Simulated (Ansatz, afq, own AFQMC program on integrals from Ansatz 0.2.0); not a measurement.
# Where AFQMC and coupled cluster stand for H3, doublet

```xyz
3

H     0.0000    0.0000   -0.8507
H     0.0000    0.0000   -0.0107
H     0.0000    0.0000    0.8613
```

Basis cc-pVTZ. Noble-gas cores (and the filled d shells of Ga–Kr and In–Xe) are frozen. Ansatz 0.2.0 and our own AFQMC program on the same integrals; the CISD trial comes from CCSD amplitudes, and released means the phaseless constraint is let go. Error bars are statistical, one sigma.

Determinant: UHF, the one that the program's search chose, which needn't be the lowest solution. The geometry is a point of a scan.

Full CI on the same integrals is exact in this basis and with this determinant's frozen core.

- T1 diagnostic: 0.0170
- weight of the determinant in the CISD state: 0.972
- ⟨S²⟩ of the determinant: 0.777
- size of the correlated space: 3 electrons in 42 orbitals

Reference: full CI, correlation energy -1.409 eV. The released energy is read at 2.40 1/Eh (meV from the phaseless value at times in 1/Eh: -0.22 ± 0.14 at 0.24, -0.38 ± 0.15 at 0.51, -0.26 ± 0.13 at 0.99, -0.32 ± 0.13 at 1.62, -0.56 ± 0.14 at 2.40).

| level | E − E(reference) (kJ/mol) | share of correlation (%) |
| --- | --- | --- |
| HF | 135.9 | 0.00 |
| MP2 | 31.5 | 76.83 |
| CCSD | 1.5 | 98.91 |
| CCSD(T) | 0.3 | 99.79 |
| ph-AFQMC/HF | 1.2 ± 0.4 | 99.12 |
| ph-AFQMC/CISD | 0.1 ± 0.01 | 99.95 |
| released AFQMC | 0.0 ± 0.01 | 99.99 |

A walk keeps the symmetry of its determinant, which the program's search chose and which needn't be the lowest solution, so a lower state of the same spin and another symmetry isn't excluded. Released energies are given only where the last usable release times agree within the noise; a slower fall can still hide under it.
